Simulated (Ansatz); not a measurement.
**AsH3⁺, doublet in 6-31G: errors against full CI**

Geometry: displaced at random from a stationary point.

```xyz
4

As    0.0002   -0.0001   -0.0150
H     1.4355   -0.0025    0.3959
H    -0.6845    1.2816    0.3451
H    -0.7640   -1.2710    0.3770
```

Basis 6-31G (Cartesian d functions); Ansatz 0.2.0. Only valence electrons are correlated (noble-gas cores and the filled d shells of p-block atoms frozen), which leaves 7 electrons in 21 orbitals. Prefix R: restricted or restricted open-shell reference; prefix U: unrestricted. Active spaces: valence = (7e, 7o) chosen from the atoms' valence shells. No spin–orbit coupling is included, and no scalar relativity.

Full CI is exact within this basis and frozen core; it isn't the basis-set limit. The frozen core follows each run's orbitals, which can shift R against U totals by a few meV for light atoms and by up to 0.1 eV past Ca.

For open shells CISD is restricted-active-space CI with the open shells as a complete middle space.

- UHF ⟨S²⟩: 0.756
- T1 diagnostic (RCCSD): 0.0120
- largest doubles amplitude (RCCSD): 0.064

```json
{"level": "RMP2", "E − E(RHF) (eV)": "-1.4681"}
{"level": "RCCSD", "E − E(RHF) (eV)": "-2.0325"}
{"level": "RCCSD(T)", "E − E(RHF) (eV)": "-2.0568"}
```

(1) Estimate how far full CI in 6-31G lies from RCCSD(T). The table doesn't fix it; the size of (T) and the diagnostics are the guide.

(1) Full CI in 6-31G lies 0.9 kJ/mol below RCCSD(T), which is 37 % of the (T) step (-2.3 kJ/mol). The diagnostics give no warning, yet the rest is a sizeable part of (T).

The other levels:

```json
{"level": "CISD", "E − E(full CI) (kJ/mol)": "8.7", "share of correlation (%)": "95.65", "wall time": "0.39 s"}
{"level": "BCCD(T)", "E − E(full CI) (kJ/mol)": "0.9", "share of correlation (%)": "99.56", "wall time": "0.48 s"}
{"level": "RCCSDT", "E − E(full CI) (kJ/mol)": "0.1", "share of correlation (%)": "99.96", "wall time": "–"}
{"level": "RCCSDT(Q)", "E − E(full CI) (kJ/mol)": "0.0", "share of correlation (%)": "100.00", "wall time": "1.3 s"}
{"level": "RCCSDTQ", "E − E(full CI) (kJ/mol)": "0.0", "share of correlation (%)": "100.00", "wall time": "19 s"}
{"level": "CASSCF (valence space)", "E − E(full CI) (kJ/mol)": "51.7", "share of correlation (%)": "74.04", "wall time": "–"}
{"level": "NEVPT2 (valence space)", "E − E(full CI) (kJ/mol)": "11.4", "share of correlation (%)": "94.28", "wall time": "1.7 s"}
{"level": "MRCISD (valence space)", "E − E(full CI) (kJ/mol)": "1.1", "share of correlation (%)": "99.46", "wall time": "–"}
{"level": "MRCISD+Q (valence space)", "E − E(full CI) (kJ/mol)": "0.6", "share of correlation (%)": "99.72", "wall time": "2 s"}
```

The correlation energy at full CI, counted from RHF, is -2.066 eV. That run took 39 s on 1 thread of Arm Neoverse V2, shared host over 7,960,050 determinants.

Run but not shown, since their state or frozen core can't be matched to the reference's or they repeat it: UHF, UMP2, UCCSD, UCCSD(T), UCCSDT, UCCSDT(Q).

Times hold each run's SCF and search for its determinant on a shared host, so for small cases they say little of a method's own cost; they ran on 1 thread of Arm Neoverse V2.

The full-CI state has the irrep A of C1, in the program's axes.

Natural occupations of full CI about the gap: 1.978 1.960 1.958 0.997 0.038 0.027 0.027 0.003 0.003 0.003; effectively unpaired electrons, Σ n²(2−n)², 1.03.
